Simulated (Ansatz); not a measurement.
A nudged elastic band was laid between two geometries of AlH3O + H4Si (10 atoms, charge 0, multiplicity 1).

Computed with RKS B3LYP/def2-SVP (Ansatz 0.2.0).

```yaml
movable_images: 5
climbing_image: yes
spring: 5.0 eV/Å²
optimiser: quadratic models (default)
start_path: through a guess of the saddle point
force_threshold: 0.03 eV/Å
iteration_limit: 60
end_points: relaxed
```

First end point:

```xyz
10
Properties=species:S:1:pos:R:3
Al 0.131 -0.480 0.175
H -0.338 -1.405 1.376
H 1.629 -0.326 -0.296
O -1.046 0.231 -0.864
H -1.996 0.111 -0.774
Si -0.466 2.662 1.116
H -1.928 2.423 1.244
H -0.013 3.623 2.161
H -0.091 3.145 -0.236
H 0.254 1.366 1.398
```

Last end point:

```xyz
10
Properties=species:S:1:pos:R:3
Al -0.108 0.634 -0.210
H 0.246 -0.713 2.017
H 1.286 -0.109 -0.391
O -1.518 -0.069 -0.882
H -1.561 -0.903 -1.361
Si -0.412 2.844 0.802
H -1.829 3.095 1.211
H 0.447 3.011 2.018
H -0.023 3.930 -0.155
H -0.392 -0.367 2.253
```

Q: What changes between the two ends?

A: Bonds broken: Al1–H2, Si6–H10. Bonds formed: Al1–Si6, H2–H10. AlH3O + H4Si becomes AlH5OSi + H2.

Q: What energy profile does the band end with?

A: The forces met the threshold. The highest image is number 3 of 0 to 6, 36.1 kcal/mol above the first end and 28.6 kcal/mol above the last; the last end lies 7.6 kcal/mol above the first. Neighbouring images differ by up to 1.5 eV, so the band resolves the path poorly. A vibrational analysis at the climbing image gives 2 clearly imaginary modes (1196i, 60i cm⁻¹): a point of higher order, so a lower path passes nearby. The orbitals stay closed-shell, which can raise the energy where a bond breaks towards radicals; this wasn't checked here.

| image | path coordinate (Å) | energy (kcal/mol) | Al1–H2 (Å) | Si6–H10 (Å) | Al1–Si6 (Å) |
| --- | --- | --- | --- | --- | --- |
| 0 | 0.00 | 0.0 | 1.59 | 1.51 | 3.33 |
| 1 | 1.18 | 0.8 | 1.59 | 1.50 | 3.47 |
| 2 | 2.36 | 2.1 | 1.59 | 1.50 | 3.34 |
| 3 | 3.54 | 36.1 | 1.73 | 1.92 | 2.70 |
| 4 | 4.84 | 8.6 | 2.41 | 3.03 | 2.47 |
| 5 | 6.14 | 7.7 | 2.66 | 3.56 | 2.45 |
| 6 | 7.44 | 7.6 | 2.63 | 3.52 | 2.45 |

Q: What is the geometry of the highest image?

A: 
```xyz
10
Properties=species:S:1:pos:R:3:forces:R:3
Al -0.002 0.105 -0.054 -0.01 0.00 0.00
H 0.234 -0.343 1.601 0.00 0.00 0.00
H 1.381 0.159 -0.782 0.00 0.00 0.00
O -1.400 -0.526 -0.791 0.00 0.01 -0.01
H -2.328 -0.527 -0.553 0.00 -0.01 0.01
Si -0.358 2.553 1.019 0.00 0.00 0.00
H -1.648 2.967 0.381 0.00 0.00 0.00
H -0.478 2.840 2.484 -0.01 0.00 0.00
H 0.752 3.395 0.481 0.00 0.00 0.00
H -0.016 0.729 1.515 0.01 -0.01 0.00
```

Time of the run: 6.7 min on 2 threads of Intel(R) Xeon(R) Platinum 8259CL CPU @ 2.50GHz (Skylake/Cascade Lake) (shared host), peak memory 0.2 GiB.
